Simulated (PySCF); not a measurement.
# C6H10: calculation against experiment

**Measured values to compare with.**

NIST CCCBDB Release 22 (SRD 101), experimental dipoles lists, for the gas: dipole moment 0.661 ± 0.004 D.

The results are set against them at the end.

C6H10.
Atom-mapped SMILES: `[CH:1]#[C:2][C:3]([CH3:4])([CH3:5])[CH3:6]` (hydrogens: H7 on C1; H8, H9, H10 on C4; H11, H12, H13 on C5; H14, H15, H16 on C6)

Structure used (PBE0-D3(BJ)/def2-TZVP), in Å, numbered top down from 1:
```
atom  x, y, z in Å
C1     0.5845    2.3583    0.9888
C2     0.3144    1.2779    0.5389
C3    -0.0109   -0.0368   -0.0143
C4    -1.4314   -0.4238    0.4085
C5     0.0764    0.0258   -1.5425
C6     0.9877   -1.0684    0.5193
H7     0.8203    3.3152    1.3899
H8    -1.5184   -0.4547    1.4960
H9    -1.6792   -1.4121    0.0127
H10   -2.1595    0.2944    0.0275
H11   -0.1668   -0.9516   -1.9674
H12    1.0824    0.3022   -1.8630
H13   -0.6236    0.7615   -1.9424
H14    0.9327   -1.1365    1.6073
H15    2.0092   -0.7988    0.2452
H16    0.7639   -2.0523    0.0986
```

Runs made with PySCF (gas phase, on this PBE0-D3(BJ)/def2-TZVP geometry; no spin–orbit coupling):

```csv
level,job,basis functions,wall time
"PBE0-D3(BJ)/def2-TZVP, grid level 2",geometry optimisation from a GFN2-xTB start shaken at random,246,4.4 min
B97-2/pcSseg-2,shieldings,356,82 s
KT3/pcSseg-2,shieldings,356,1.7 min
PBE0/pcSseg-2,"shieldings, charges and field gradients",356,99 s
wB97X-D/pcSseg-2,shieldings,356,1.9 min
```

Hardware: one thread of an Arm Neoverse V1 (shared host).

**Comparison with experiment**

**Dipole moment.** Measured: 0.661 D (NIST CCCBDB Release 22 (SRD 101), experimental dipoles).

```csv
level,computed (D),computed − measured (D),% (from the printed values)
PBE0-D3(BJ)/def2-TZVP,0.731,+0.070,+11
B97-2/pcSseg-2,0.747,+0.086,+13
KT3/pcSseg-2,0.744,+0.083,+13
PBE0/pcSseg-2,0.745,+0.084,+13
wB97X-D/pcSseg-2,0.740,+0.079,+12
```

All 5 levels lie above the measurement. The computed dipoles belong to one fixed geometry; measured ones are averaged over vibrations unless marked μe. Magnitudes are compared, not signs.

The geometry is computed, not the measured one. Where a level misses, the cause wasn't examined.
